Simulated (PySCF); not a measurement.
Ethanethiol, SMILES SCC, PBE0/def2-SVP optimised geometry.

```
9

C     -0.76    -0.48     0.00
C      0.76    -0.48     0.00
S      1.51     0.26     1.48
H     -1.15    -0.99    -0.90
H     -1.16     0.54     0.00
H     -1.16    -0.99     0.89
H      1.15    -1.51    -0.01
H      1.16     0.01    -0.90
H      1.05     1.51     1.29
```

Density from PBE0/def2-TZVP (PySCF) at that geometry.

Minimum of the electron density along straight lines between bonded atoms, close to the bond critical point (lines longer than 1.1 times the sum of covalent radii, or with two minima, are not listed):

| bond | length / Å | ρ at the minimum / e bohr⁻³ | ∇²ρ there / e bohr⁻⁵ | position (fraction from the first atom) |
|---|---|---|---|---|
| C1–C2 | 1.516 | ? | -0.63 | 0.49 |
| C2–S3 | 1.822 | 0.179 | ? | 0.47 |
| C1–H4 | 1.102 | 0.270 | -0.90 | 0.64 |
| C1–H5 | 1.101 | 0.272 | -0.91 | 0.64 |
| C1–H6 | 1.100 | 0.273 | -0.92 | 0.64 |
| C2–H7 | 1.101 | 0.275 | -0.93 | 0.65 |
| C2–H8 | 1.101 | 0.276 | -0.94 | 0.65 |
| S3–H9 | 1.351 | ? | -0.61 | 0.64 |

### Question
What belongs in the gaps?

### Answer

- C1–C2, ρ at the minimum / e bohr⁻³: 0.250
- C2–S3, ∇²ρ there / e bohr⁻⁵: -0.29
- S3–H9, ρ at the minimum / e bohr⁻³: 0.213
